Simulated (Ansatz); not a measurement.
**Osmium, hcp: convergence with Fermi-Dirac smearing**

Computed with Ansatz, LDA, scalar-relativistic PAW, on the relaxed cell (a = 2.718 Å, c = 4.284 Å (c/a = 1.577); spin not included). Errors count from a run at 420 eV on a Γ-centred 22×22×12 mesh with Fermi-Dirac smearing of 0.1 eV, extrapolated to zero width. Fixed here: cutoff 420 eV, mesh 13×13×8. The SCF starts from atomic densities corrected by a trained network.

| width (eV) | E(σ→0) error (meV/atom) | F error (meV/atom) | P (GPa) | SCF iterations |
| --- | --- | --- | --- | --- |
| 0.01 | 0.4 | 0.2 | -0.07 | 6 |
| 0.03 | 0.3 | -0.6 | -0.05 | 6 |
| 0.1 | 0.3 | -9.2 | 0.09 | 6 |
| 0.2 | 1.1 | -38.1 | 0.60 | 6 |
| 0.3 | 4.9 | -88.6 | 1.59 | 6 |
| 0.6 | 45.5 | -400.7 | 8.26 | 6 |
| 1.0 | 100.3 | -1238.5 | 24.17 | 6 |
